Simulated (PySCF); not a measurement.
## How good is the calculation?

Numbering as in the mapped SMILES `[CH2:1]=[CH:2][O:3][CH:4]=[CH2:5]`. Each H is labelled by its parent atom. Ha(C1), Ha(C5) are cis to O3; Hb(C1), Hb(C5) are trans to O3.

All values are calculated (PySCF): shielding tensors at PBE0/pcSseg-2 (GIAO), B3LYP/pcJ-2 coupling constants (without the spin–dipole term), PBE0-D3(BJ)/def2-TZVP geometry. Non-relativistic Hamiltonian, averaged over atoms made equivalent by symmetry, fast rotation or ring inversion, a single conformation, gas phase.

Coupling constants in Hz:
```tsv
coupling	reference	computed	source
3J(H(C2),Hb(C1)) cis	6.4	7.8	measured; solution (compiled); Pretsch, Buehlmann, Badertscher, Structure Determination of Organic Compounds, 4th ed., Springer 2009
3J(H(C2),Ha(C1)) trans	14.0	14.8	measured; solution (compiled); Pretsch, Buehlmann, Badertscher, Structure Determination of Organic Compounds, 4th ed., Springer 2009
2J(Hb(C1),Ha(C1))	-1.8	-1.3	measured; solution (compiled); Pretsch, Buehlmann, Badertscher, Structure Determination of Organic Compounds, 4th ed., Springer 2009
```
